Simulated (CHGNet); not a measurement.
## Fluorite CdF2

These are the machine-learned potential CHGNet 0.3.0 (trained on PBE and PBE+U data) values and carry that method's errors.

Cell: relaxed at this level.

```
Item                                   Result
------------------------------  -------------
equilibrium lattice constant a        5.494 Å
volume per atom                 13.82 Å³/atom
```

Measured, for comparison: lattice constant a 5.388 Å (temperature not stated, copied from a table, unchecked, no zero-point or thermal correction; as tabulated in Crystal Structures 1, 239 (1963)). Computed (rounded) less measured: lattice constant a not scored (unchecked).

A machine-learned potential is trained on density-functional data: it inherits that level's misses and adds fitting errors of its own.

Note: this model's volume lies 6 % above that of the starting cell (a measured, published or database cell).
